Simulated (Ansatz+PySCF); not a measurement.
Values are calculated unless marked as measured or tabulated.
This PySCF input gave a total energy of -234.25922 hartree.

```python
from pyscf import gto, scf, cc

mol = gto.M(atom="""
C 0.000000 0.000000 0.000000
Mg 0.623870 0.831820 1.800950
""", basis='sto-3g', charge=1, spin=3)
mf = scf.UHF(mol)
mf.kernel()
mycc = cc.CCSD(mf, frozen=2).run()
et = mycc.ccsd_t()
print(mf.e_tot, mycc.e_corr, et, mycc.e_tot + et)
```

Task: Write an input for Ansatz with the same method and basis set.

Result:

```yaml
crystal:
  periodic: [false, false, false]
  atoms:
    - { symbol: C, position_ang: [0.0, 0.0, 0.0] }
    - { symbol: Mg, position_ang: [0.62387, 0.83182, 1.80095] }
basis:
  gaussian: { orbitals: STO-3G }
total_charge: 1
magnetization:
  spin_polarized: true
  initial_magnetization: 3
hamiltonian:
  xc: hf
correlation:
  method: ccsd_t
  frozen_orbitals: { C: 1, Mg: 1 }
scf:
  omitted_lower_state_checks: [stability, starts, atomic_configurations, cluster_reference, orbital_swaps, given_window_search, neighbouring_geometries, increment]
```

Ansatz (development build ahead of 0.2.0) gave -234.25922 hartree, 0.04 meV from the first.
